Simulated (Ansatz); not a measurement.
# CH₂F radical: a ladder of functionals and wavefunction methods

One table from this session's results is given with a row withheld; the runs are named, their logs left out.

Computed with Ansatz 0.2.0, Gaussian basis. Level: functionals in def2-TZVPP, the program's frozen cores in correlated methods.

Plan: LDA (SPW92), PBE-D4, revPBE-D4, BLYP-D4, r2SCAN-D4, B97M-V, PBE0-D4, B3LYP-D4, r2SCANh-D4, r2SCAN0-D4, HSE06-D4, BHLYP-D4, CAM-B3LYP-D4, LC-ωPBE, ωB97X-V, ωB97M-V, B2PLYP, PBE-QIDH; CCSD(T)/def2-SVP; CCSD(T)/def2-TZVPP; CCSD(T)/def2-QZVPP; extrapolation to the limit; RPA on PBE.

### The relaxed structure

All runs share one geometry, relaxed beforehand with PBE0-D4 in a triple-zeta def2 set.

SMILES `[CH2]F`, 4 atoms, charge 0, spin multiplicity 2.

Atoms are counted from 1 here; the program's logs count them from 0.

Bond lengths: C1–F2 1.331 Å, C1–H3 1.082 Å, C1–H4 1.082 Å. Angles: F2–C1–H3 115.1°, F2–C1–H4 115.1°, H3–C1–H4 124.6°.

The first run:

Input file in.yaml:

```yaml
crystal:
  periodic: [false, false, false]
  atoms:
    - {symbol: C, position_ang: [-0.030056, -0.057619, -0.131122]}
    - {symbol: F, position_ang: [0.949958, 0.693953, 0.364576]}
    - {symbol: H, position_ang: [-0.946943, 0.472332, -0.352486]}
    - {symbol: H, position_ang: [0.027030, -1.108666, 0.119022]}
basis:
  gaussian: {orbitals: def2-TZVPP}
magnetization: {spin_polarized: true, initial_magnetization: 1}
hamiltonian: {xc: lda}
output: {orbitals: {seedname: orbitals}}
```

Steps of the session up to this table: LDA; PBE-D4 (GGA); revPBE-D4 (GGA); BLYP-D4 (GGA); r2SCAN-D4 (meta-GGA); B97M-V (meta-GGA); PBE0-D4 (hybrid); B3LYP-D4 (hybrid); r2SCANh-D4 (hybrid); r2SCAN0-D4 (hybrid); HSE06-D4 (hybrid); BHLYP-D4 (hybrid); CAM-B3LYP-D4 (range-separated); LC-ωPBE-D4 (range-separated; the results give it without D4); ωB97X-V (range-separated); ωB97M-V (range-separated); B2PLYP (double hybrid); PBE-QIDH (double hybrid).

One of the session's tables, all rows but one given; the rest of the session is left out.

It belongs to the step «Frontier levels by functional». 

```
  functional  HOMO (eV)  gap (eV)
 LDA (SPW92)      -4.80      1.63
      PBE-D4      -4.81      2.25
   revPBE-D4      -4.77      2.37
     BLYP-D4      -4.67      2.03
   r2SCAN-D4      -5.30      3.55
      B97M-V      -5.08      2.78
     PBE0-D4      -6.41      5.18
    B3LYP-D4      -6.09      4.31
  r2SCANh-D4      -5.89      4.58
  r2SCAN0-D4          ?         ?
    HSE06-D4      -5.99      4.37
    BHLYP-D4      -7.87      7.71
CAM-B3LYP-D4      -7.85      7.58
     LC-ωPBE      -9.36     10.73
     ωB97X-V      -8.75      9.59
     ωB97M-V      -8.53      9.19
```

Estimate the missing values for r2SCAN0-D4.

Worked estimate for «HOMO (eV)». Against the share of exact exchange, r2SCAN-D4 (0, -5.30), r2SCANh-D4 (0.1, -5.89) give a slope of -5.90 per unit share; at 0.25 the line stands at -6.77.

The run gave: HOMO (eV): -6.79; gap (eV): 6.11. In «HOMO (eV)» the line misses by +0.02.
